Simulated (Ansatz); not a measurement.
Results of BLYP (Ansatz, an electronic-structure program, plane waves, PAW) for diamond-structure Si.

Run with plane-wave cutoff 520 eV, 12×12×12 k mesh, Fermi–Dirac smearing 0.01 eV, scalar-relativistic PAW data made under PBE.

The cell is scaled about its equilibrium volume:

```json
[
 {"V (Å³/atom)": "19.901", "P (GPa)": "5.55", "direct gap at Γ (eV)": "2.698", "smallest gap on the k mesh (eV)": "0.785"},
 {"V (Å³/atom)": "20.324", "P (GPa)": "3.49", "direct gap at Γ (eV)": "2.686", "smallest gap on the k mesh (eV)": "0.818"},
 {"V (Å³/atom)": "20.748", "P (GPa)": "1.65", "direct gap at Γ (eV)": "2.675", "smallest gap on the k mesh (eV)": "0.849"},
 {"V (Å³/atom)": "21.171", "P (GPa)": "-0.01", "direct gap at Γ (eV)": "2.652", "smallest gap on the k mesh (eV)": "0.877"},
 {"V (Å³/atom)": "21.595", "P (GPa)": "-1.49", "direct gap at Γ (eV)": "2.429", "smallest gap on the k mesh (eV)": "0.904"},
 {"V (Å³/atom)": "22.018", "P (GPa)": "-2.81", "direct gap at Γ (eV)": "2.213", "smallest gap on the k mesh (eV)": "0.928"},
 {"V (Å³/atom)": "22.441", "P (GPa)": "-3.99", "direct gap at Γ (eV)": "2.005", "smallest gap on the k mesh (eV)": "0.951"}
]
```

The fundamental gap (0.88 eV at the equilibrium volume, with added k points) lies elsewhere than Γ–Γ.
